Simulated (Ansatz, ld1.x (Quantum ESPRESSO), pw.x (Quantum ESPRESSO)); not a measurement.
**zinc: one change to the ultrasoft potential, in the atom and in the bcc crystal**

* Element: zinc (Zn)
* Generator: ld1.x (Quantum ESPRESSO) 7.5
* Type: ultrasoft
* Functional: LDA (PW92)
* Relativity: scalar-relativistic
* Frozen core: [Ar]
* Valence charge: 12
* Reference configuration: 3d10 4s2 4p0
* Partial waves: 4s (bound): rcut 1.55, rcutus 1.75 bohr; 4s channel at 1.55 Ry: rcut 1.55, rcutus 1.75 bohr; 4p (bound, empty): rcut 3.15, rcutus 3.45 bohr; 4p channel at 0.85 Ry: rcut 3.15, rcutus 3.45 bohr; 3d (bound): rcut 1.10, rcutus 1.50 bohr; 3d channel at -0.45 Ry: rcut 1.10, rcutus 1.50 bohr
* Local potential: all-electron potential smoothed inside 2.15 bohr (lloc = -1)
* Core correction: a·sin(br)/r model core, default radius (core density twice the valence density)
* Augmentation charge: PSQ, inside the norm-conserving radii

Change: waves 4p (bound): rcut 3.15, rcutus 3.66 bohr; 4p channel at 0.85 Ry: rcut 3.15, rcutus 3.66 bohr.

Cutoffs, loose and tight: the cutoffs (Ry, on a coarse ladder) from which the occupation-weighted sum of valence levels, in a spherical-Bessel basis at the reference potential, stays within 10 and 1 mRy of its value at 400 Ry. They do not see the model core or the augmentation charge, which bear on the density cutoff. Test errors are all-electron minus pseudo excitation energies from the reference, over the configurations 3d10 4s1 4p0; 3d10 4s0 4p0; 3d9 4s0 4p0; 3d10 4s1 4p1; 3d8 4s0 4p0; 3d9 4s2 4p1; 3d10 4s1.5 4p0 (two spin-polarised tests are not counted in the largest error); variants that change the core or the reference have their own tests.

Crystal test: bcc Zn in pw.x 7.5, no spin, 15³ k-points, Fermi–Dirac smearing 0.01 Ry, cutoffs set for each file from its atomic test. The reference is all-electron LAPW (Ansatz 0.2.0) with the same functional, mesh and smearing; V0 and B0 come from Birch–Murnaghan fits to the pressures at five volumes. Errors are pseudo minus all-electron; Δ is the rms difference of the E(V) curves that follow from these fits, minima aligned, over ±6 % about the mean V0. Mesh and smearing are coarse, so the numbers serve the comparison and aren't converged zero-temperature values; the lattice is a test structure that the element need not adopt.

All-electron: a0 = 3.014 Å (V0 = 13.69 Å³/atom), B0 = 94.2 GPa.

Q: Does the change bring the crystal closer to the all-electron result?

A: The mean pressure error goes from +3.26 to +1.95 GPa, so the change moves the solid closer to the all-electron pressures.

```tsv
quantity	base	changed
outcome (atom)	generated	generated
cutoff, loose (atom)	50 Ry	50 Ry
cutoff, tight (atom)	90 Ry	90 Ry
bound ghosts (atom)	none	none
largest test error (meV) (atom)	-1109 over the solved tests; 1 of 9 tests not solved or not reliable	-1109 over the solved tests; 1 of 9 tests not solved or not reliable
cutoffs in pw.x (Ry)	110/880	110/880
a0 (Å)	–	3.039
a0 error (%)	–	+0.81
B0 error (%)	–	-20.8
Δ (meV/atom)	–	6.3
mean pressure error (GPa)	+3.26	+1.95
```

A dash: not determined, or the minimum lies outside the volumes sampled.

Base: The largest radius (3.45 bohr) exceeds half the bond length (2.46 bohr), so the spheres overlap, which is one possible source of error among others. This is a poor potential for the solid. Atomic configuration tests: 1 of 9 tests not solved or not reliable. Changed file: The largest radius (3.66 bohr) exceeds half the bond length (2.46 bohr), so the spheres overlap, which is one possible source of error among others. This is a poor potential for the solid. Atomic configuration tests: 1 of 9 tests not solved or not reliable. The atomic cutoffs weigh occupied waves only.
